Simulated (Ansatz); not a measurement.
## C2H6S (dimethyl sulfide): from total energies to a heat of formation

C2H6S has 9 atoms, charge 0, and is taken as a singlet. SMILES: `CSC`. Geometry: relaxed at PBE0-D4/def2-TZVP.

Total energies at HF/cc-pVDZ (Ansatz 0.2.0); the atoms run unrestricted:

| species | state | energy (Eh) |
| --- | --- | --- |
| C2H6S | singlet | -476.758322 |
| C | triplet | -37.686544 |
| S | triplet | -397.496802 |
| H | doublet | -0.499278 |

Harmonic wavenumbers at PBE0-D4/def2-TZVP, in cm⁻¹: 187, 187, 265, 720, 774, 908, 950, 988, 1052, 1336, 1360, 1453, 1462, 1470, 1479, 3043, 3047, 3120, 3129, 3151, 3152.

Measured heats of formation of the gaseous atoms at 298.15 K, in kJ/mol: C 716.9, S 277.0, H 218.0. Spin-orbit lowering of the atoms at 298 K (mean of the ground term's levels less their thermal mean, from spectra), in kJ/mol: C 0.02, S 1.88. Take 1 Eh = 2625.50 kJ/mol, 1 cm⁻¹ = 0.0119627 kJ/mol, RT = 2.479 kJ/mol.

**Question.** Work out the heat of formation of the gas at 298 K.

**Answer.** 
1. Electronic atomisation energy: 2 × (-37.686544) + (-397.496802) + 6 × (-0.499278) − (-476.758322) = 0.892764 Eh = 2344.0 kJ/mol.
2. Zero-point energy: half the sum of the wavenumbers, 16616.5 cm⁻¹ = 198.8 kJ/mol.
3. Thermal vibrational enthalpy, Σ hcν̃/(exp(hcν̃/kT) − 1): 5.3 kJ/mol. Translation, rotation and pV of a non-linear molecule: 4 RT = 9.9 kJ/mol.
4. The 9 free atoms carry 5/2 RT each: 55.8 kJ/mol.
5. Spin-orbit coupling lowers the free atoms by 2 × 0.02 + 1.88 = 1.9 kJ/mol.
6. Atomisation enthalpy at 298 K: 2344.0 − 1.9 − 198.8 − 5.3 − 9.9 + 55.8 = 2183.9 kJ/mol.
7. Sum of the atoms' heats of formation: 3018.8 kJ/mol. Heat of formation: 3018.8 − 2183.9 = +834.9 kJ/mol.

The tabulated value is -37.4 kJ/mol (CRC Handbook of Chemistry and Physics), so this level is off by +872.3 kJ/mol, or 28.5 % of the atomisation enthalpy. Hartree–Fock leaves out correlation, which is larger in the molecule than in the atoms, so it underbinds and puts the heat of formation too high. Anharmonicity and any spin-orbit splitting of the molecule are left out.
